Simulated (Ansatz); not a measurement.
Task: Name a neutral molecule of Al, Si and H with HOMO–LUMO gap (ωB97M-V/def2-TZVPP) between 8.80 and 9.10 eV and LUMO energy (PBE/def2-TZVPP) between -3.00 and -2.70 eV (Ansatz, PBE0-D4/def2-TZVP geometry).

Result: `[AlH2][SiH2][SiH3]` (8.82 eV, -2.93 eV). Other molecules can fit too; these were computed, each in one conformer that needn't be the lowest.
